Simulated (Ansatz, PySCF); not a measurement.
Molecule: dimethyl thioether, C2H6S, charge 0, multiplicity 1. 
Structure (B3LYP-D3(BJ)/def2-TZVP (Ansatz, a quantum-chemistry and plane-wave program) minimum search):
```xyz
9

C      0.0016     1.3789    -0.5167
S      0.0002     0.0021     0.6601
C     -0.0019    -1.3822    -0.5079
H      0.0029     2.2993     0.0655
H      0.8930     1.3571    -1.1446
H     -0.8903     1.3593    -1.1440
H     -0.0029    -2.2988     0.0802
H     -0.8938    -1.3644    -1.1353
H      0.8895    -1.3666    -1.1359
```


Property: enthalpy of formation at 298 K (from the atomisation energy, B3LYP-D3(BJ)/def2-TZVP harmonic zero-point and thermal terms from PySCF, and the atoms' enthalpies of formation in the G2/97 table; no spin-orbit terms, and no core term in the frozen-core levels), in kcal/mol. Valence correlation only, unless marked. Open shells are spin-unrestricted. No spin-orbit coupling. No relativistic terms. The coupled-cluster limit lacks core correlation, which all-electron functionals hold. CBS(X,Y): correlation extrapolated as X^-3; Hartree-Fock from the larger set. The bracket is a focal-point correction in the basis named.

Measured: -8.9 kcal/mol (G2/97 table in ASE (Curtiss et al.)); it holds spin-orbit and relativistic effects, which these rows lack, and core correlation, which the frozen-core levels lack. This is an older compilation, not checked against later work.

```tsv
level	program	enthalpy of formation at 298 K (kcal/mol)	error against measurement
HF/cc-pV(D+d)Z	Ansatz	195.9	204.8
HF-D3(BJ)/def2-TZVPD	PySCF + dftd3	155.9	164.8
PBE0-D3(BJ)/def2-TZVP	Ansatz + dftd3	-11.7	-2.8
PBE0/def2-QZVPP	Ansatz	-10.0	-1.1
r2SCAN0-D4/def2-TZVPD	Ansatz + dftd4	-2.8	6.1
CCSD(T)/aug-cc-pV(D+d)Z	Ansatz	39.4	48.3
RI-MP2/CBS(aug-cc-pV(T+d)Z,aug-cc-pV(Q+d)Z)+[CCSD(T)-MP2]/aug-cc-pV(T+d)Z	Ansatz	-10.0	-1.1
```
